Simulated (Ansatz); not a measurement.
A made-up structure of C₂H₄N, doublet:

```json
{"atom": "C1", "x (Å)": "-1.3144", "y (Å)": "-0.2695", "z (Å)": "-0.7434"}
{"atom": "N2", "x (Å)": "0.7856", "y (Å)": "0.2216", "z (Å)": "0.2908"}
{"atom": "C3", "x (Å)": "-0.5486", "y (Å)": "-0.3165", "z (Å)": "0.2077"}
{"atom": "H4", "x (Å)": "-2.3239", "y (Å)": "-0.6954", "z (Å)": "-0.7591"}
{"atom": "H5", "x (Å)": "1.4339", "y (Å)": "-0.5365", "z (Å)": "0.5039"}
{"atom": "H6", "x (Å)": "0.8256", "y (Å)": "0.8850", "z (Å)": "1.0645"}
{"atom": "H7", "x (Å)": "1.0727", "y (Å)": "0.6845", "z (Å)": "-0.5716"}
```

It is relaxed with PBE-D4/def2-SVP and then PBE0-D4/def2-TZVP (Ansatz 0.2.0). Atoms count as bonded within 1.22 times the sum of their covalent radii (H–H: 0.88 Å). The end point is not checked to be a true minimum.

Task: Does its bonding change? (Judge from chemistry; the calculation decides.)

Result: The calculation gives: No: no bond forms or breaks.

Where it ends: The first stage lowers the energy by 0.42 eV in 9 steps. It ends as C₂H₄N ([CH][C][NH3]):
C1  (-1.310, -0.290, -0.687)
N2  (0.795, 0.217, 0.312)
C3  (-0.599, -0.404, 0.374)
H4  (-2.310, -0.624, -0.924)
H5  (1.501, -0.498, 0.482)
H6  (0.893, 0.922, 1.041)
H7  (0.962, 0.650, -0.605)
(Å)

Labels in which every atom is bracketed show which atoms are joined, not bond orders.

For scale, one of the runs: PBE0-D4/def2-TZVP relaxation, 117 basis functions, launched by `ansatz run in.yaml --threads 2 --pin off --events-out ev --progress --plain --max-ram 4352MiB`. Hardware: 2 CPU threads of an Arm Neoverse V2, shared host. Wall time about 17 s.
